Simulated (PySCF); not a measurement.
# SO⁺: frontier orbitals

MN15 at R = 1.447 Å; S jorge-DZP-DKH, O jorge-DZP-DKH; spin-free X2C with a Gaussian nucleus (PySCF 2.14). State: ²Π (doublet), unpaired electrons π ↑. Only the outer orbitals are listed, counted within each symmetry.

```csv
spin,orbital,occ.,ε (eV),on S (%),main shells (%)
α,5σ,1,-41.00,29,"64 O s, 19 S s, 8 S p"
α,6σ,1,-28.58,70,"65 S s, 21 O s, 9 O p"
α,2π,1,-23.22,36,"64 O p, 33 S p"
α,7σ,1,-22.95,41,"50 O p, 30 S p, 11 S s"
α,2π,1,-22.50,41,"59 O p, 38 S p"
α,3π,1,-17.06,69,"67 S p, 31 O p"
α,3π,0,-12.91,65,"63 S p, 35 O p"
α,8σ,0,-6.63,92,"65 S p, 19 S d, 12 O p"
α,9σ,0,2.83,102,99 S s
β,5σ,1,-40.54,29,"64 O s, 18 S s, 8 S p"
β,6σ,1,-27.73,67,"63 S s, 22 O s, 11 O p"
β,7σ,1,-22.43,43,"49 O p, 29 S p, 13 S s"
β,2π,1,-22.22,39,"61 O p, 36 S p"
β,2π,1,-21.56,38,"62 O p, 35 S p"
β,3π,0,-12.45,67,"65 S p, 33 O p"
β,3π,0,-11.80,68,"66 S p, 32 O p"
β,8σ,0,-6.18,93,"67 S p, 17 S d, 11 O p"
```

Question: Which are the highest filled and the lowest empty level, where do they sit, and how wide is the gap?

Answer: Highest filled α 3π at -17.06 eV (in %: 67 S p, 31 O p); lowest empty α 3π at -12.91 eV (in %: 63 S p, 35 O p); the gap at MN15 is 4.15 eV. Both belong to one degenerate shell, split only by its one-sided filling, so this is no excitation gap.

- bond order (Mayer): 2.40
- ⟨S²⟩: 0.752
- charge on S (Mulliken, basis-dependent): 0.98
- charge on S (Löwdin, basis-dependent): 0.94
- dipole moment (positive dipole points towards O; it is taken about the centre of mass and depends on that origin): -2.36 D

Shares are Mulliken populations and can fall outside 0 to 100 %.

The state was picked by a PBE0 search and need not be the measured ground state.
